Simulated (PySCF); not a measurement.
**Field gradients at the hydrogen positions**

C5H9F.
Geometry (GFN2-xTB, Å), atoms numbered from 1 in this order:
```
atom  x, y, z in Å
C1     2.0334    0.9662   -0.1115
C2     1.3209   -0.0949    0.2146
C3     0.3196   -0.7494   -0.6855
C4    -1.0774   -0.7985   -0.0576
C5    -1.6039    0.5732    0.3312
F6    -1.0319   -1.5964    1.0746
H7     2.7487    1.4031    0.5641
H8     1.9358    1.4400   -1.0751
H9     1.4308   -0.5584    1.1859
H10    0.2523   -0.2181   -1.6356
H11    0.6382   -1.7771   -0.8825
H12   -1.7762   -1.3036   -0.7390
H13   -0.9103    1.0573    1.0142
H14   -2.5704    0.4755    0.8196
H15   -1.7140    1.1891   -0.5564
```

Level: PBE0/pcSseg-1 (PySCF, non-relativistic); Q(2H) = 0.00286 b; rigid geometry, the same for H and D, with no vibrational averaging.

Task: Rank these positions by the coupling χzz of a deuteron there, largest first.
A. H12 (methine hydrogen)
B. H15 (methyl hydrogen)
C. H8 (vinylic hydrogen)
D. H10 (methylene hydrogen)
E. H13 (methyl hydrogen)

Result: C (225 kHz), B (213 kHz), E (209 kHz), D (205 kHz), A (189 kHz).

Task: What are Vzz, η and χzz (234.96 MHz × Q × Vzz) at all hydrogens?

Result: 
```csv
atom,bonded to,bond length (Å),Vzz (au),η,χzz (kHz)
H7,C1,1.077,0.3387,0.05,228
H8,C1,1.078,0.3353,0.06,225
H9,C2,1.082,0.3229,0.05,217
H10,C3,1.091,0.3050,0.03,205
H11,C3,1.094,0.3001,0.02,202
H12,C4,1.099,0.2808,0.06,189
H13,C5,1.087,0.3111,0.03,209
H14,C5,1.087,0.3149,0.02,212
H15,C5,1.086,0.3177,0.03,213
```

Task: How does χzz go with the bond length over the 9 C–H bonds?

Result: A straight-line fit has a slope of -16.5 kHz for each 0.01 Å, with a correlation coefficient of -0.99, over lengths from 1.077 to 1.099 Å. The longer bonds have the smaller couplings here.

Task: A static deuteron (I = 1) shows a doublet split by (3/2)χ, (3/4)χ(1 + η) and (3/4)χ(1 − η) with the field along z, y and x of the gradient. What are these for H11?

Result: With |χ| = 201.6 kHz and η = 0.019: 302, 154 and 148 kHz, to first order and without motion.

One conformer (not necessarily the lowest) at the GFN2-xTB geometry, without solvent, vibrations or thermal averaging. GFN2-xTB bond lengths can be off by several hundredths of an ångström, more for odd bonds, and the gradients follow them. A larger basis could move these couplings by a tenth or more.

These values come from a run that also computed NMR shieldings. The run took 28 s of wall time on one thread, x86-64 server, no GPU (shared host).
